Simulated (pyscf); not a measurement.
Single points on ωB97X-D3(BJ)/def2-SVP structures (PySCF, gas phase).

### Question
PBE/def2-TZVP puts the barrier of H₃C–Ga(CH₃)–NH₂ + NH₃ → CH₄ + H₃C–Ga(NH₂)–NH₂ (four-centre exchange; singlet surface; C–Ga, H–N broken, C–H, Ga–N formed) at 21.1 kcal/mol and the reaction energy at -11.1 kcal/mol, from the separated reactants. What do B3LYP-D3(BJ)/def2-TZVP, PBE0-D3(BJ)/def2-TZVP, ωB97M-D3(BJ)/def2-TZVP give on the same structures?

### Answer
B3LYP-D3(BJ): ΔE‡ = 23.8 kcal/mol, ΔE = -12.6 kcal/mol; PBE0-D3(BJ): ΔE‡ = 20.7 kcal/mol, ΔE = -11.6 kcal/mol; ωB97M-D3(BJ): ΔE‡ = 24.1 kcal/mol, ΔE = -12.1 kcal/mol. PBE's barrier lies among them. Its reaction energy lies over all of them, by 0.5 to 1.5 kcal/mol. On the reactant side the descent ends in an adduct with a Ga–N contact, 17.7 kcal/mol under the separated species and 40.6 kcal/mol under the saddle at ωB97X-D3(BJ)/def2-TZVP. What is counted as formed (Ga–N) is already present as a longer contact in the reactant adduct; forming that adduct is a step of its own. This is the saddle that the search found; another between the same sides may lie lower. Elements up to Kr have no core potential and no relativistic terms here.
